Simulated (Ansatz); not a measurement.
The same path of AlClFH (4 atoms, charge 0, multiplicity 1) was run twice with different band settings. Lost on the way: Al1–H2, Al1–Cl3. Made: H2–Cl3.

Theory: RKS B3LYP-D4/6-31G* (Ansatz).

Relaxed end points:

```xyz
4
Properties=species:S:1:pos:R:3
Al 0.353 0.000 0.339
H 0.067 0.000 1.879
Cl 2.310 0.000 -0.422
F -0.896 0.000 -0.736
```

```xyz
4
Properties=species:S:1:pos:R:3
Al -1.714 0.000 -0.420
H 2.277 0.000 1.995
Cl 1.628 0.000 0.881
F -0.356 0.000 -1.398
```

Common settings: movable images 7; climbing image yes; spring 5.0 eV/Å²; start path through a guess of the saddle point; force threshold 0.03 eV/Å; iteration limit 60; end points relaxed.

| run | optimiser |
| --- | --- |
| 1 | quadratic models (default) |
| 2 | lbfgs |

What does each run give, and how far can it be trusted?

Run 1: converged after 20 iterations, highest image 3.023 eV above the first end. Neighbouring images differ by up to 1.4 eV, so the band resolves the path poorly. A vibrational analysis at the climbing image gives one clearly imaginary mode, 1028i cm⁻¹: a first-order saddle point.
Run 2: converged after 59 iterations, highest image 3.023 eV above the first end. Neighbouring images differ by up to 1.3 eV, so the band resolves the path poorly. Another band between the same ends (7 images) ends at a top of the same energy, where a vibrational analysis finds 1 clearly imaginary mode.
The orbitals stay closed-shell, which can raise the energy where a bond breaks towards radicals; this wasn't checked here.
